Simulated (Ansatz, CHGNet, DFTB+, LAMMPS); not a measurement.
# Lattice parameter a of bcc Na: levels of theory against measurement

Reference value: 4.214 Å (measured, static lattice: zero-point anharmonic expansion removed, sources range from 4.207 to 4.214; as tabulated in Mejia-Rodriguez and Trickey (2018), arXiv:1807.09216).

```csv
level (code),value (Å)
Lennard-Jones uff-vdw (LAMMPS),3.280
GFN1-xTB (DFTB+),?
CHGNet 0.3.0 (CHGNet),4.210
LDA (Ansatz),4.053
PBE (Ansatz),?
rVV10 (Ansatz),4.132
PBE0 (Ansatz),4.226
```

**Question.** Some entries are withheld; supply them.

**Answer.** 
- GFN1-xTB (DFTB+), value (Å): 5.517
- PBE (Ansatz, a first-principles code), value (Å): 4.197

Errors against the reference: Lennard-Jones uff-vdw -22 %, GFN1-xTB +31 %, CHGNet 0.3.0 -0.09 %, LDA -3.82 %, PBE -0.40 %, rVV10 -1.95 %, PBE0 +0.28 %.

Leaving aside Lennard-Jones uff-vdw, which can be fitted to such values or carry a doubt: Nearest, and too close to rank with a margin of 0.17 % (twice that across the reference) picked here for doubts on the reference and the settings: CHGNet 0.3.0 (-0.09 %), PBE0 (+0.28 %). Farthest off: GFN1-xTB (+31 %). Within 0.3 %: CHGNet 0.3.0, PBE0.

Lennard-Jones uff-vdw, GFN1-xTB: the cell moved over 20 % in volume from its start. Lennard-Jones uff-vdw: this is a force field's van der Waals term alone, without bonds or charges. Lennard-Jones uff-vdw: pair potentials favour close packing, so symmetry can be all that holds this lattice. GFN1-xTB: the method was fitted mainly to molecules. Cutoffs and k meshes differ between the levels. Ansatz's density-functional and Hartree–Fock values are scalar-relativistic unless marked +SOC, with PAW data made under PBE.

Machine-learned potentials (CHGNet 0.3.0) are trained on DFT data, which may include these solids.

Differences are worked out from the printed values.
